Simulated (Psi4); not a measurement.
# quartet CH5BN at 5 levels

Wanted: a comparison of 5 runs (UHF/3-21G, UB3LYP/6-31G*, UBLYP/def2-SVPD, UHSE06/def2-SVPD, USVWN5/def2-SVPD) of quartet CH5BN. 

Program for the calculation: Psi4 1.11.

## Step 1: The structure to begin with

The species is CH5BN (8 atoms), meant as a quartet with charge 0. SMILES of the parent species: `B[N]C`. Geometry: relaxed at PBE0-D4/def2-TZVP. That shape belongs to the parent species and isn't relaxed for this state.

Bond lengths: B1–N2 1.332 Å, N2–C3 1.390 Å, B1–H4 1.210 Å, B1–H5 1.203 Å, C3–H6 1.096 Å, C3–H7 1.096 Å, C3–H8 1.102 Å. Angles: B1–N2–C3 164.6°, N2–B1–H4 118.7°, N2–B1–H5 121.1°, N2–C3–H6 112.2°, N2–C3–H7 112.2°, N2–C3–H8 109.0°, H4–B1–H5 120.3°, H6–C3–H7 109.2°, H6–C3–H8 107.0°, H7–C3–H8 107.0°.

## Step 2: Energy and gradient at UHF/3-21G (run 1)

The input, ch5bn.xyz:

```xyz
8
CH5BN
B     -0.373900     1.096100    -0.965000
N      0.058500     0.275600    -0.008700
C      0.339600    -0.835900     0.776800
H     -1.007800     0.632300    -1.885400
H     -0.143000     2.276400    -0.921600
H     -0.096400    -0.755000     1.778600
H      1.416200    -1.018200     0.865300
H     -0.101000    -1.728600     0.304400
```

The input, job.py:

```python
import psi4

psi4.set_memory(2200000000)
psi4.set_num_threads(1)
psi4.core.set_output_file('ch5bn.out', False)

with open('ch5bn.xyz') as f:
    atoms = ''.join(f.readlines()[2:])
molecule = psi4.geometry('0 4\n' + atoms + 'symmetry c1\nno_reorient\nno_com')

psi4.set_options({
    'reference': 'uhf',
    'puream': True,
    'e_convergence': 1e-09,
    'd_convergence': 1e-08,
    'scf_type': 'pk',
    'maxiter': 100,
})

e, wfn = psi4.gradient("hf/3-21G", molecule=molecule, return_wfn=True)
psi4.oeprop(wfn, "DIPOLE", "WIBERG_LOWDIN_INDICES", "MULLIKEN_CHARGES")
print('gradient / Eh bohr^-1')
print(e.np.round(6))
print(f'energy = {wfn.energy():.10f} Eh')
```

Command:

```bash
$ python job.py
```

ch5bn.out:

```text
[...]
  Running in c1 symmetry.
[...]
  Nuclear repulsion =   63.858645311702894
[...]
  Multiplicity = 4
[...]
  Nalpha       = 13
  Nbeta        = 10
[...]
    Number of basis functions: 37
[...]
   @UHF iter   1:  -118.90061421179611   -6.73317e-01   8.04235e-03 DIIS/ADIIS
[...]
   @UHF iter  15:  -119.02594681431867   -9.09495e-13   5.45147e-09 DIIS
[...]
   @S^2 Observed:                3.780309877E+00
[...]
  @UHF Final Energy:  -119.02594681431867
   => Energetics <=
    Nuclear Repulsion Energy =             63.8586453117028938
    One-Electron Energy =                -285.0525255529746573
    Two-Electron Energy =                 102.1679334269530841
    Total Energy =                       -119.0259468143186723
  UHF NO Occupations:
  HONO-2 :   11  A 1.0000000
  HONO-1 :   12  A 1.0000000
  HONO-0 :   13  A 1.0000000
  LUNO+0 :   14  A 0.0072014
  LUNO+1 :   15  A 0.0027655
[...]
  -Total Gradient:
     Atom            X                  Y                   Z
    ------   -----------------  -----------------  -----------------
       1        0.073865895157    -0.142723821944     0.164158369415
       2       -0.066468012722     0.114359011969    -0.143751430651
       3       -0.001292140327     0.038503400606    -0.013301708499
       4       -0.004180559368     0.001003814364    -0.007244926057
       5       -0.000273642428     0.007645284546    -0.002651701441
       6       -0.003322712859    -0.004593130547     0.005609142145
       7        0.005100249946    -0.006063137786     0.000506759307
       8       -0.003429077399    -0.008131421208    -0.003324504220
[...]
 Multipole Moments:
 ------------------------------------------------------------------------------------
     Multipole            Electronic (a.u.)      Nuclear  (a.u.)        Total (a.u.)
 ------------------------------------------------------------------------------------
 L = 1.  Multiply by 2.5417464519 to convert [e a0] to [Debye]
 Dipole X            :         -0.5388744            1.2200072            0.6811328
 Dipole Y            :         -5.1375912            3.4037747           -1.7338165
 Dipole Z            :          1.7905887           -0.1583590            1.6322297
 Magnitude           :                                                    2.4767389
[...]
```

On the terminal:

```text
gradient / Eh bohr^-1
[[ 0.073866 -0.142724  0.164158]
 [-0.066468  0.114359 -0.143751]
 [-0.001292  0.038503 -0.013302]
 [-0.004181  0.001004 -0.007245]
 [-0.000274  0.007645 -0.002652]
 [-0.003323 -0.004593  0.005609]
 [ 0.0051   -0.006063  0.000507]
 [-0.003429 -0.008131 -0.003325]]
energy = -119.0259468143 Eh
```

Wall time 2 s (1 thread of Intel Xeon Platinum 8375C at 2.90GHz (Ice Lake), shared host); peak memory 0.18 GiB.

## Step 3: Energy and forces at UB3LYP/6-31G(d) (Cartesian functions) (run 2)

The input, input.dat:

```
memory 2200 mb

molecule mol {
  0 4
  B     -0.373900     1.096100    -0.965000
  N      0.058500     0.275600    -0.008700
  C      0.339600    -0.835900     0.776800
  H     -1.007800     0.632300    -1.885400
  H     -0.143000     2.276400    -0.921600
  H     -0.096400    -0.755000     1.778600
  H      1.416200    -1.018200     0.865300
  H     -0.101000    -1.728600     0.304400
  units angstrom
  symmetry c1
  no_reorient
  no_com
}

set basis 6-31G*
set reference uks
set puream false
set e_convergence 1e-09
set d_convergence 1e-08
set scf_type pk
set dft_radial_points 99
set dft_spherical_points 590
set maxiter 100

e, wfn = gradient('b3lyp', return_wfn=True)
```

Command:

```bash
$ psi4 -i input.dat -o output.dat -n 1
```

output.dat:

```text
[...]
  Running in c1 symmetry.
[...]
  Nuclear repulsion =   63.858645311702894
[...]
  Multiplicity = 4
[...]
  Nalpha       = 13
  Nbeta        = 10
[...]
    Number of basis functions: 55
[...]
   @UKS iter   1:  -120.28777175021088   -2.39106e-01   9.68107e-03 ADIIS/DIIS
[...]
   @UKS iter  13:  -120.47185710504336   -7.38964e-13   6.83852e-09 DIIS
[...]
   @S^2 Observed:                3.759462356E+00
[...]
  @UKS Final Energy:  -120.47185710504336
   => Energetics <=
    Nuclear Repulsion Energy =             63.8586453117028938
    One-Electron Energy =                -286.7648090532400715
    Two-Electron Energy =                 117.1815031673273779
    DFT Exchange-Correlation Energy =     -14.7471965308335573
    Empirical Dispersion Energy =           0.0000000000000000
    VV10 Nonlocal Energy =                  0.0000000000000000
    Total Energy =                       -120.4718571050433553
  UHF NO Occupations:
  HONO-2 :   11  A 1.0000000
  HONO-1 :   12  A 1.0000000
[...]
 Multipole Moments:
 ------------------------------------------------------------------------------------
     Multipole            Electronic (a.u.)      Nuclear  (a.u.)        Total (a.u.)
 ------------------------------------------------------------------------------------
 L = 1.  Multiply by 2.5417464519 to convert [e a0] to [Debye]
 Dipole X            :         -0.7320752            1.2200072            0.4879320
 Dipole Y            :         -4.7466743            3.4037747           -1.3428996
 Dipole Z            :          1.3568328           -0.1583590            1.1984738
 Magnitude           :                                                    1.8648851
[...]
  -Total Gradient:
     Atom            X                  Y                   Z
    ------   -----------------  -----------------  -----------------
       1        0.047567019416    -0.094691223171     0.106549296335
       2       -0.053740579190     0.103926681750    -0.119539181927
       3        0.012679844143    -0.003185654422     0.021802056209
       4        0.001072795152    -0.000825641725     0.002027271937
       5        0.000954604210    -0.001091015660     0.001917665403
       6        0.000048513354    -0.003810701706    -0.008664353174
       7       -0.008558496659    -0.002301896159    -0.003504788522
       8       -0.000024023177     0.001977047362    -0.000587744713
[...]
```

It took 24 s on 1 thread of Intel Xeon Platinum 8375C at 2.90GHz (Ice Lake), shared host; peak memory 0.91 GiB.

Runs 3 to 4 aren't shown in full; the table further down has their settings and results.

## Step 4: Energy and forces at USVWN5/def2-SVPD (run 5)

The input, input.in:

```
memory 2200 mb

molecule system {
  0 4
  B     -0.373900     1.096100    -0.965000
  N      0.058500     0.275600    -0.008700
  C      0.339600    -0.835900     0.776800
  H     -1.007800     0.632300    -1.885400
  H     -0.143000     2.276400    -0.921600
  H     -0.096400    -0.755000     1.778600
  H      1.416200    -1.018200     0.865300
  H     -0.101000    -1.728600     0.304400
  units angstrom
  symmetry c1
}

set basis def2-SVPD
set reference uks
set puream true
set e_convergence 1e-09
set d_convergence 1e-08
set scf_type pk
set dft_radial_points 99
set dft_spherical_points 590
set maxiter 100

E, wfn = gradient('scf', dft_functional={"name": "SVWN5", "x_functionals": {"LDA_X": {}}, "c_functionals": {"LDA_C_VWN": {}}}, return_wfn=True)
oeprop(wfn, 'DIPOLE', 'WIBERG_LOWDIN_INDICES', 'MULLIKEN_CHARGES')
```

Command:

```bash
$ psi4 -n 1 input.in input.out
```

input.out:

```text
[...]
  Running in c1 symmetry.
[...]
  Nuclear repulsion =   63.858645311702894
[...]
  Multiplicity = 4
[...]
  Nalpha       = 13
  Nbeta        = 10
[...]
    Number of basis functions: 100
[...]
   @UKS iter   1:  -118.94911359185561   -1.08812e-02   6.90591e-03 ADIIS/DIIS
[...]
   @UKS iter  13:  -119.25842041742547   -9.33653e-12   3.54459e-09 DIIS
[...]
   @S^2 Observed:                3.754692879E+00
[...]
  @UKS Final Energy:  -119.25842041742547
   => Energetics <=
    Nuclear Repulsion Energy =             63.8586453117028938
    One-Electron Energy =                -286.4414813193139935
    Two-Electron Energy =                 120.3085337188604598
    DFT Exchange-Correlation Energy =     -16.9841181286748437
    Empirical Dispersion Energy =           0.0000000000000000
    VV10 Nonlocal Energy =                  0.0000000000000000
    Total Energy =                       -119.2584204174254694
  UHF NO Occupations:
  HONO-2 :   11  A 1.0000000
  HONO-1 :   12  A 1.0000000
[...]
  -Total Gradient:
     Atom            X                  Y                   Z
    ------   -----------------  -----------------  -----------------
       1        0.035658154647    -0.070378000859     0.079765347609
       2       -0.051343469054     0.107156478087    -0.116475190297
       3        0.021814675433    -0.030915832216     0.044845050016
       4        0.006284837066    -0.000037022174     0.010458682983
       5        0.000434856489    -0.011503280220     0.004052392412
       6        0.003533993913    -0.004196635515    -0.020056351587
       7       -0.020067675559    -0.000075723501    -0.005860684076
       8        0.003684839047     0.009948946719     0.003271436747
[...]
 Multipole Moments:
 ------------------------------------------------------------------------------------
     Multipole            Electronic (a.u.)      Nuclear  (a.u.)        Total (a.u.)
 ------------------------------------------------------------------------------------
 L = 1.  Multiply by 2.5417464519 to convert [e a0] to [Debye]
 Dipole X            :          0.1391872            0.3450458            0.4842330
 Dipole Y            :          0.7147394           -2.0721516           -1.3574122
 Dipole Z            :          0.0323615            1.1664878            1.1988493
 Magnitude           :                                                    1.8746437
[...]
```

Wall time 30 s (1 thread of Intel Xeon Platinum 8375C at 2.90GHz (Ice Lake), shared host); peak memory 0.72 GiB.

## Step 5: All runs side by side

```tsv
run	level	Cartesian functions	integration grid	energy (Eh)	dipole moment (D)	HOMO energy (eV)	⟨S²⟩	wall time
1	UHF/3-21G	no	–	-119.025947	6.30	-4.60	3.780	2 s
2	UB3LYP/6-31G* (Cartesian functions)	yes	99 radial × 590 angular	-120.471857	4.74	-1.68	3.759	24 s
3	UBLYP/def2-SVPD	no	99 radial × 590 angular	-120.332622	4.74	-1.29	3.757	48 s
4	UHSE06/def2-SVPD	no	99 radial × 590 angular	-120.249616	5.05	-2.12	3.762	98 s
5	USVWN5/def2-SVPD	no	99 radial × 590 angular	-119.258420	4.76	-1.51	3.755	30 s
```

## Step 6: Outcome

| quantity | value |
| --- | --- |
| run 5: total energy | -119.25842 Eh |
| run 5: dipole moment | 4.76 D |
| run 5: HOMO energy (highest over α and β) | -1.51 eV |
| run 5: ⟨S²⟩ | 3.755 |
| run 5: largest force on an atom | 8.556 eV/Å |

What this shows: The dipole moment (its size) runs from 4.74 D (UBLYP/def2-SVPD) to 6.30 D (UHF/3-21G). The two ends differ in method and basis. Totals of different functionals can't be ranked against each other. All runs together took 3.4 min, the longest 98 s.
